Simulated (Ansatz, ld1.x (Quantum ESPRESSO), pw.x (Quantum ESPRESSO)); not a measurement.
Cu: does the PAW potential hold in the solid?

| Quantity | Value |
| --- | --- |
| Element | copper |
| Generator | ld1.x (Quantum ESPRESSO) 7.5 |
| Type | PAW |
| Functional | PBEsol |
| Relativity | scalar-relativistic |
| Frozen core | [Ne] |
| Valence charge | 19 |
| Reference configuration | 3s2 3p6 3d10 4s0.5 4p0.5 |
| Partial waves | 3s (bound): rcut 1.05, rcutus 1.25 bohr; 4s (bound): rcut 1.05, rcutus 1.25 bohr; 3p (bound): rcut 1.30, rcutus 1.45 bohr; 4p (bound): rcut 1.30, rcutus 1.45 bohr; 3d (bound): rcut 1.20, rcutus 1.30 bohr; 3d channel at 0.05 Ry: rcut 1.20, rcutus 1.30 bohr |
| Local potential | all-electron potential smoothed inside 1.40 bohr (lloc = -2) |
| Core correction | Bessel-smoothed model core inside 0.65 bohr |
| Augmentation charge | GAUSS, radius 1.05 bohr |

Atomic tests: cutoffs needed: 80 Ry and 140 Ry (the cutoffs (Ry, on a coarse ladder) from which the occupation-weighted sum of valence levels, in a spherical-Bessel basis at the reference potential, stays within 10 and 1 mRy of its value at 400 Ry); ghost test: no extra level below or beside the all-electron valence levels (s, p, d, f tested) (spherical-Bessel basis up to 400 Ry, 20 bohr box); configuration tests: test run stopped at test 5 of 7 (negative rho).

Crystal test: fcc Cu in pw.x 7.5, no spin, 16³ k-points, Fermi–Dirac smearing 0.01 Ry, cutoffs 170/900 Ry. The reference is all-electron LAPW (Ansatz 0.2.0) with the same functional, mesh and smearing; V0 and B0 come from Birch–Murnaghan fits to the pressures at five volumes. Errors are pseudo minus all-electron; Δ is the rms difference of the E(V) curves that follow from these fits, minima aligned, over ±6 % about the mean V0. Mesh and smearing are coarse, so the numbers serve the comparison and aren't converged zero-temperature values; the lattice is a test structure that the element need not adopt.

All-electron: a0 = 3.564 Å (V0 = 11.32 Å³/atom), B0 = 167.7 GPa.

**Question.** How far does the potential miss the all-electron equation of state?

**Answer.** mean pressure error (GPa): -0.38; a0 (Å): 3.562; a0 error (%): -0.08; B0 error (%): +0.5; Δ (meV/atom): 1.0. Atomic configuration tests: test run stopped at test 5 of 7 (negative rho).

| V (Å³/atom) | P all-electron (GPa) | P pseudo (GPa) |
| --- | --- | --- |
| 10.789 | 9.10 | 8.68 |
| 11.073 | 3.92 | 3.45 |
| 11.357 | -0.53 | -0.88 |
| 11.641 | -4.36 | -4.71 |
| 11.925 | -7.66 | -7.99 |

**Question.** At the middle volume, how do free energy and pressure move when the wave cutoff is lowered (ecutrho held at 900 Ry)?

**Answer.**

| cutoff (Ry) | shift of F (meV/atom) | shift of P (GPa) |
| --- | --- | --- |
| 76 | +150.9 | -1.16 |
| 102 | +26.8 | -2.07 |
| 136 | +9.6 | -0.41 |

Input at the middle volume:

```
&control
  calculation='scf', prefix='x', pseudo_dir='./', outdir='./tmp', tstress=.true., disk_io='low'
/
&system
  ibrav=0, nat=1, ntyp=1, ecutwfc=170, ecutrho=900, nbnd=18,
  occupations='smearing', smearing='fd', degauss=0.01
/
&electrons
  conv_thr=1e-09, mixing_beta=0.4, electron_maxstep=70
/
ATOMIC_SPECIES
Cu 1.0 Cu.UPF
CELL_PARAMETERS angstrom
  0.00000000 1.78406721 1.78406721
  1.78406721 0.00000000 1.78406721
  1.78406721 1.78406721 0.00000000
ATOMIC_POSITIONS crystal
Cu 0.0000 0.0000 0.0000
K_POINTS automatic
16 16 16 0 0 0
```

```bash
pw.x < Cu.scf.in > Cu.scf.out
```

Lines of the output:

```
Message from routine setup:
     using ibrav=0 with symmetry is DISCOURAGED, use correct ibrav instead
     lattice parameter (alat)  =       4.7679  a.u.
     unit-cell volume          =      76.6408 (a.u.)^3
     number of electrons       =        19.00
     number of Kohn-Sham states=           18
     kinetic-energy cutoff     =     170.0000  Ry
     charge density cutoff     =     900.0000  Ry
     scf convergence threshold =      1.0E-09
     Exchange-correlation= SLA  PW   PSX  PSC
     number of k points=   145  Fermi-Dirac smearing, width (Ry)=  0.0100
     iteration #  1     ecut=   170.00 Ry     beta= 0.40
     total energy              =    -483.94449034 Ry
     estimated scf accuracy    <       0.70511087 Ry
     iteration #  2     ecut=   170.00 Ry     beta= 0.40
     total energy              =    -484.12702618 Ry
     estimated scf accuracy    <       0.40038537 Ry
     iteration #  3     ecut=   170.00 Ry     beta= 0.40
     total energy              =    -484.19117357 Ry
     estimated scf accuracy    <       0.00163489 Ry
     iteration #  4     ecut=   170.00 Ry     beta= 0.40
     total energy              =    -484.19213333 Ry
     estimated scf accuracy    <       0.00320385 Ry
     iteration #  5     ecut=   170.00 Ry     beta= 0.40
     total energy              =    -484.19251898 Ry
     estimated scf accuracy    <       0.00005786 Ry
     iteration #  6     ecut=   170.00 Ry     beta= 0.40
     total energy              =    -484.19252776 Ry
     estimated scf accuracy    <       0.00001722 Ry
     iteration #  7     ecut=   170.00 Ry     beta= 0.40
     total energy              =    -484.19252889 Ry
     estimated scf accuracy    <       0.00000258 Ry
     iteration #  8     ecut=   170.00 Ry     beta= 0.40
     total energy              =    -484.19252977 Ry
     estimated scf accuracy    <       0.00000012 Ry
     iteration #  9     ecut=   170.00 Ry     beta= 0.40
     total energy              =    -484.19252981 Ry
     estimated scf accuracy    <       0.00000003 Ry
     iteration # 10     ecut=   170.00 Ry     beta= 0.40
     total energy              =    -484.19252982 Ry
     estimated scf accuracy    <       0.00000008 Ry
     iteration # 11     ecut=   170.00 Ry     beta= 0.40
     total energy              =    -484.19252982 Ry
     estimated scf accuracy    <          1.3E-09 Ry
     iteration # 12     ecut=   170.00 Ry     beta= 0.40
     the Fermi energy is    16.5978 ev
!    total energy              =    -484.19252982 Ry
     estimated scf accuracy    <          2.7E-10 Ry
     smearing contrib. (-TS)   =      -0.00137905 Ry
     The total energy is F=E-TS. E is the sum of the following terms:
     one-electron contribution =    -240.34156891 Ry
     hartree contribution      =     145.69042594 Ry
     xc contribution           =     -41.62103587 Ry
     ewald contribution        =    -245.46716304 Ry
     one-center paw contrib.   =    -102.45180889 Ry
     convergence has been achieved in  12 iterations
          total   stress  (Ry/bohr**3)                   (kbar)     P=       -8.75
```

The run at the middle volume (145 k-points, 12 iterations) took about 2.2 min on one core of a shared host (AMD EPYC 7R43 64-Core Processor, 256 threads, 1004 GiB, load 125).
